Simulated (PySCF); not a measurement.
**Relaxation of singlet NO(OH)**

Level of theory: PBE/[N def2-TZVP, O def2-TZVP, H def2-TZVP], no relativity, density fitting, PySCF. A (50,194) grid was used.

A hand-made bent (heavy-atom frame) start, with no symmetry imposed:

Coordinates in bohr (charge 0 multiplicity 1):
```
N     0.1545   -0.0298   -0.9714
O     1.9657   -0.0298    0.2968
O    -1.9198   -0.0298    0.4811
H    -2.8749    1.3599    1.1499
```

(1) What forces act on the atoms at the start (eV/Å)?

(2) What does it relax to?

(3) How much energy is released, and in how many steps?

## Answers

(1) 
| atom | Fx | Fy | Fz |
| --- | --- | --- | --- |
| N1 | 1.15 | 0.64 | -1.55 |
| O2 | 2.00 | -0.01 | 0.30 |
| O3 | -3.28 | -1.79 | 1.36 |
| H4 | 0.13 | 1.16 | -0.11 |

(2) It ends at Cs with N–O 1.171 Å, N–O 1.470 Å, O–H 0.980 Å; H–O–N 101.1°, O–N–O 110.9° (after a last refinement on a finer grid). A frequency run shows a minimum.

(3) 107.1 kJ/mol in 14 steps.
